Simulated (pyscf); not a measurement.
O=CH–OH (SMILES O=CO) + H₂O (SMILES O) → H₂O (SMILES O) + O=CH–OH (SMILES O=CO) (four-centre exchange; singlet surface; C–O, H–O broken, H–O, C–O formed). PySCF, gas phase, ωB97X-D3(BJ)/def2-SVP geometries. Correlated levels are frozen-core, on RHF or UHF. ΔMP2 is the change of the MP2 total energy from the triple- to the quadruple-zeta basis. Energies in kcal/mol from the separated reactants.

```json
[
 {"level": "PBE/def2-TZVP", "barrier": "34.2", "reaction energy": "0.0"},
 {"level": "PBE0-D3(BJ)/def2-TZVP", "barrier": "39.7", "reaction energy": "0.0"},
 {"level": "HF/def2-TZVP", "barrier": "67.4", "reaction energy": "0.0"},
 {"level": "MP2/def2-QZVPP", "barrier": "42.7", "reaction energy": "0.0"},
 {"level": "CCSD/def2-TZVPP", "barrier": "?", "reaction energy": "0.0"},
 {"level": "CCSD(T)/def2-TZVPP", "barrier": "45.2", "reaction energy": "0.0"},
 {"level": "CCSD(T)/def2-TZVPP + ΔMP2(QZVPP)", "barrier": "?", "reaction energy": "0.0"}
]
```

What belongs in the gaps?


- CCSD/def2-TZVPP, barrier: 49.7
- CCSD(T)/def2-TZVPP + ΔMP2(QZVPP), barrier: 45.7

Another saddle between the same species, by other bonds, lies lower (2.9 kcal/mol against 43.0 kcal/mol at ωB97M-D3(BJ)). The CCSD(T) − MP2 part came from Ansatz, without density fitting, on the same reference.
